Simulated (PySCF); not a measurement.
SiH⁻: from constants to spectrum

UHF-CCSD(T) constants of SiH⁻, ³Σ⁻ (triplet), unpaired electrons π ↑↑ (basis Si def2-SVPD, H def2-SVPD; no relativity; PySCF 2.14; masses 27.9769 and 1.0078 u):

- ωe: 1815.0 cm⁻¹
- ωexe: 44.1 cm⁻¹
- Be: 7.0534 cm⁻¹
- αe: 0.260 cm⁻¹

Q: What force constant and bond length do these constants imply?

A: Reduced mass μred = 0.97278 u; k = 5.8918×10⁻⁷·μred·ωe² (u, cm⁻¹, mdyn/Å) = 1.89 mdyn/Å; Re = √(16.8576/(μred·Be)) (u, cm⁻¹, Å) = 1.567 Å.

Q: Estimate the centrifugal constant D from the Kratzer relation and find the Dunham coefficient a1.

A: D = 4Be³/ωe² = 0.000426 cm⁻¹; a1 = −1 − αeωe/(6Be²) = -2.58.

Correlated steps freeze 5 core orbitals. The state was picked by a PBE0 search and need not be the measured ground state.
